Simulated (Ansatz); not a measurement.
Ansatz results at the PBE0-D4/def2-TZVP geometry: ideal-gas entropy at 298 K and 1 bar (rigid rotor, harmonic PBE0-D4/def2-TZVP) 240 J/(mol·K); size of the dipole moment (PBE/def2-TZVPP) 0.24 D; size of the dipole moment (ωB97M-V/def2-TZVPP) 0.35 D.

Task: Which molecule gave them?
A. `O=[N+][O-]`•
B. `C#CC1CC1`
C. `F/C=C\F`
D. `C1=CC2(C=C1)CC2`

Result: A. The others give `C#CC1CC1`: 296, 1.02, 0.94; `F/C=C\F`: 268, 2.03, 2.26; `C1=CC2(C=C1)CC2`: 311, 1.17, 1.06.
